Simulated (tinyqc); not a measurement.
Inside a calculation. Method: Pariser-Parr-Pople SCF with singles CI, for the molecule c1ccoc1 (SMILES; centres numbered as the heavy atoms are written). Computed by tinyqc, a small Python program that keeps every step. Settings: charge = 0, gamma = MN, start = core, damping = 0.3, iteration cap = 83, excitations kept = 6. Command: `OMP_NUM_THREADS=1 python tinyqc.py 27340 27341 out.jsonl` (the two numbers bound the seeds that draw the settings). One thread of a shared host (Intel(R) Xeon(R) Processor @ 2.60GHz), about 0.01 s of CPU time with the checks. Later iterations appear only in the table of the cycle.

## PPP integrals

Centres (angstrom, eV; a flat drawing with bonds scaled to 1.40 angstrom):
```
centre          x          y  core charge z          W   gamma_rr
1C       1.191000   0.000000              1  11.160000  11.130000
2C       0.368000   1.133000              1  11.160000  11.130000
3C      -0.963000   0.700000              1  11.160000  11.130000
4O      -0.963000  -0.700000              2  33.000000  21.500000
5C       0.368000  -1.133000              1  11.160000  11.130000
```

Resonance integrals (eV):
```
i  j       beta
1  2  -2.390000
2  3  -2.390000
3  4  -2.240000
4  5  -2.240000
5  1  -2.390000
```

Mataga-Nishimoto: gamma = 14.399645/(R + a), a = 2 x 14.399645/(gamma_rr + gamma_ss); H_rr = -W_r - sum_(s != r) z_s gamma_rs; H_rs = beta for bonds.

repulsion gamma_rs (eV):
```
           1C         2C         3C         4O         5C
1C  11.130000   5.344818   4.046371   4.574962   5.344818
2C   5.344818  11.130000   5.346212   4.574406   4.045107
3C   4.046371   5.346212  11.130000   6.308436   4.045936
4O   4.574962   4.574406   6.308436  21.500000   6.309373
5C   5.344818   4.045107   4.045936   6.309373  11.130000
```

core matrix H (eV):
```
            1C          2C          3C          4O          5C
1C  -35.045931   -2.390000    0.000000    0.000000   -2.390000
2C   -2.390000  -35.044949   -2.390000    0.000000    0.000000
3C    0.000000   -2.390000  -37.215391   -2.240000    0.000000
4O    0.000000    0.000000   -2.240000  -54.767178   -2.240000
5C   -2.390000    0.000000    0.000000   -2.240000  -37.214608
```

## Starting guess

pi electrons, sum of z_r less the charge = 6

Orbitals of the core matrix H.

P at the start:
```
           1C         2C         3C         4O         5C
1C   0.735428   0.425517   0.125635  -0.108607   0.849328
2C   0.425517   0.735156   0.849229  -0.108607   0.125731
3C   0.125635   0.849229   1.278945   0.126158  -0.411461
4O  -0.108607  -0.108607   0.126158   1.971888   0.126199
5C   0.849328   0.125731  -0.411461   0.126199   1.278582
```

## Iteration 1: Fock matrix

F_rr = H_rr + P_rr gamma_rr / 2 + sum_(s != r) P_ss gamma_rs; F_rs = H_rs - P_rs gamma_rs / 2; E = tr P (H + F) / 2 + core repulsion sum_(r<s) z_r z_s gamma_rs.

F (eV):
```
           1C         2C         3C          4O         5C
1C  -5.993808  -3.527155  -0.254182    0.248437  -4.659751
2C  -3.527155  -5.993343  -4.660078    0.248405  -0.254299
3C  -0.254182  -4.660078  -5.579352   -2.637929   0.832373
4O   0.248437   0.248405  -2.637929  -10.706723  -2.638117
5C  -4.659751  -0.254299   0.832373   -2.638117  -5.578873
```

pi energy = -93.929100 eV

## Iteration 1: orbitals and new P

Diagonalise F (the basis is taken as orthonormal) and form P = 2 sum c c over the lowest orbitals; 0.3 of the old P is kept.

orbital energies (eV): -13.862069  -10.570766  -9.266048  -0.541358  0.388142

P after iteration 1:
```
           1C         2C         3C         4O         5C
1C   0.976576   0.469617  -0.013160  -0.179382   0.842843
2C   0.469617   0.976430   0.842823  -0.179373  -0.013106
3C  -0.013160   0.842823   1.099131   0.298851  -0.394075
4O  -0.179382  -0.179373   0.298851   1.848917   0.298896
5C   0.842843  -0.013106  -0.394075   0.298896   1.098946
```

## Iteration 2: Fock matrix

As before.

F (eV):
```
           1C         2C         3C          4O         5C
1C  -5.612562  -3.645008   0.026625    0.410334  -4.642420
2C  -3.645008  -5.612256  -4.642956    0.410262   0.026508
3C   0.026625  -4.642956  -5.816897   -3.182641   0.797201
4O   0.410334   0.410262  -3.182641  -12.089478  -3.182924
5C  -4.642420   0.026508   0.797201   -3.182924  -5.817068
```

pi energy = -95.487307 eV

## Iteration 2: orbitals and new P

As before.

orbital energies (eV): -14.842137  -10.966494  -9.506163  -0.558047  0.924578

P after iteration 2:
```
           1C         2C         3C         4O         5C
1C   1.040216   0.499956  -0.054383  -0.209415   0.829117
2C   0.499956   1.040143   0.829122  -0.209384  -0.054359
3C  -0.054383   0.829122   1.064940   0.368204  -0.394872
4O  -0.209415  -0.209384   0.368204   1.789832   0.368242
5C   0.829117  -0.054359  -0.394872   0.368242   1.064869
```

## Convergence

Stop when output and input P, before any damping, agree to 1e-7.

Course of the cycle:
```
iteration        E (eV)  largest |P(out) - P(in)|
1          -93.92910003                  3.45e-01
2          -95.48730704                  9.91e-02
3          -96.01539062                  4.12e-02
4          -96.18903900                  1.87e-02
5          -96.24525712                  1.06e-02
6          -96.26339657                  6.57e-03
7          -96.26927465                  4.07e-03
8          -96.27119682                  2.53e-03
9          -96.27183307                  1.57e-03
10         -96.27204666                  9.74e-04
11         -96.27211945                  6.05e-04
...                 ...                       ...
20         -96.27215845                  8.34e-06
21         -96.27215845                  5.18e-06
22         -96.27215845                  3.22e-06
23         -96.27215845                  2.00e-06
24         -96.27215845                  1.24e-06
25         -96.27215845                  7.72e-07
26         -96.27215845                  4.79e-07
27         -96.27215845                  2.98e-07
28         -96.27215845                  1.85e-07
29         -96.27215845                  1.15e-07
30         -96.27215845                  7.14e-08
```

Converged in 30 iterations.

## Converged orbitals

Charges are z - P_rr.

orbital energies (eV): -15.705913  -11.087277  -9.588158  -0.579714  1.127575

coefficients:
```
         MO1        MO2        MO3        MO4        MO5
1C  0.175020   0.610161   0.357392  -0.311576  -0.610133
2C  0.175039   0.610255  -0.357209  -0.311354   0.610254
3C  0.353433   0.195059  -0.610162   0.580516  -0.357408
4O  0.829992  -0.423406  -0.000071  -0.363099   0.000044
5C  0.353451   0.194862   0.610225   0.580637   0.357193
```

pi charges: 1C -0.061315, 2C -0.061298, 3C -0.070521, 4O 0.263681, 5C -0.070547

## Singles CI, singlets

Over the 6 single excitations with the smallest orbital gaps: A = (e_a - e_i) delta + 2 (ia|jb) - (ij|ab), with (pq|rs) = sum c_mp c_mq gamma_mn c_nr c_ns. f = 2/3 w |mu|^2 in atomic units, mu = sqrt2 sum c_ia sum_m c_mi c_ma R_m.

singlet CI matrix (eV):
```
           3>4        2>4       3>5        2>5        1>4        1>5
3>4   5.963985   0.000518  0.000540  -0.073376   0.000051   0.361322
2>4   0.000518   6.926887  0.972188   0.000077  -0.055234   0.000248
3>5   0.000540   0.972188  7.243460   0.000034   0.004513   0.000313
2>5  -0.073376   0.000077  0.000034   8.517293   0.000312   0.334308
1>4   0.000051  -0.055234  0.004513   0.000312  10.886814  -0.000196
1>5   0.361322   0.000248  0.000313   0.334308  -0.000196  12.145652
```

singlet excitation energies (eV): 5.939581  6.099762  8.069791  8.491131  10.887609  12.196217

oscillator strengths: 0.404319  0.011759  1.022267  0.238357  0.024537  0.041767

## Singles CI, triplets

Over the 6 single excitations with the smallest orbital gaps: A = (e_a - e_i) delta - (ij|ab), with (pq|rs) = sum c_mp c_mq gamma_mn c_nr c_ns.

triplet CI matrix (eV):
```
           3>4        2>4        3>5        2>5        1>4        1>5
3>4   2.531053  -0.000262  -0.000124  -1.005427  -0.000186  -0.911654
2>4  -0.000262   4.559726  -1.005427   0.000276   0.711120   0.000134
3>5  -0.000124  -1.005427   4.796752   0.000368  -0.911654   0.000485
2>5  -1.005427   0.000276   0.000368   5.441242   0.000134  -0.552056
1>4  -0.000186   0.711120  -0.911654   0.000134   7.589875   0.000130
1>5  -0.911654   0.000134   0.000485  -0.552056   0.000130  11.570035
```

triplet excitation energies (eV): 2.104169  3.664163  5.146582  5.744158  8.135608  11.694003
